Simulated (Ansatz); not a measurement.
# How the LA phonon frequency at L of rock-salt SrO moves with the method

No measured value is used here.

```
level (code)                   value (cm⁻¹)  cell (Å³/atom)
-----------------------------  ------------  --------------
LDA (Ansatz)                            235           16.23
PBE (Ansatz)                     (withheld)           17.52
r²SCAN (Ansatz)                         230           17.17
B3LYP (VWN-RPA form) (Ansatz)    (withheld)           17.58
HSE06 (Ansatz)                          231           17.11
LC-ωPBE (Ansatz)                        234           17.10
PBE0 (Ansatz)                           231           17.10
r²SCAN0 (Ansatz)                        235           16.94
r²SCANh (Ansatz)                        232           17.08
Hartree–Fock (Ansatz)                   236           17.80
```

Task: What belongs in the gaps?

Result: 
- PBE (Ansatz, a quantum-chemistry and plane-wave program), value (cm⁻¹): 223
- B3LYP (VWN-RPA form) (Ansatz), value (cm⁻¹): 228

Each level is taken at its own relaxed cell. Cutoffs differ between the levels. Ansatz's density-functional and Hartree–Fock values are scalar-relativistic unless marked +SOC, with PAW data made under PBE.
